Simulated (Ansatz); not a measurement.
## Relaxing platinum (fcc)

Method: Ansatz 0.2.0, DFT, RPBE, plane waves (420 eV) with PAW, scalar-relativistic. The PAW files were generated under PBE, with cores re-solved for the functional.

k-point mesh 14×14×14, Fermi-Dirac smearing 0.05 eV, starting moments 1.00 μB. Cell and atoms relax.

Starting structure:

```yaml
crystal:
  lattice:
    - [0.00000, 1.96155, 1.96155]
    - [1.96155, 0.00000, 1.96155]
    - [1.96155, 1.96155, 0.00000]
  atoms:
    - { symbol: Pt, position: [0.00000, 0.00000, 0.00000] }
```

Problem. The pressure at the start is 14.0 GPa. By how much does the volume change?

Solution. From 15.09 to 15.91 Å³ per atom, 5.4 %. The final cell has a = 3.992 Å.

Problem. How much energy does the relaxation gain?

Solution. 33.4 meV per atom.

Path of the relaxation (the plane waves are chosen anew near the end, which can shift the energy a little):

| step | E − E(final) (meV/atom) | V (Å³/atom) | P (GPa) | max force (eV/Å) |
| --- | --- | --- | --- | --- |
| 0 | 33.41 | 15.095 | 13.96 | 0.000 |
| 1 | 1.61 | 16.071 | -2.27 | 0.000 |
| 2 | 0.36 | 15.911 | -0.04 | 0.000 |
| 3 | -0.01 | 15.911 | -0.06 | 0.000 |
| 4 | -0.01 | 15.907 | 0.00 | 0.000 |
| 5 | 0.00 | 15.907 | 0.00 | 0.000 |

Problem. Which magnetic state does it end in?

Solution. non-magnetic.
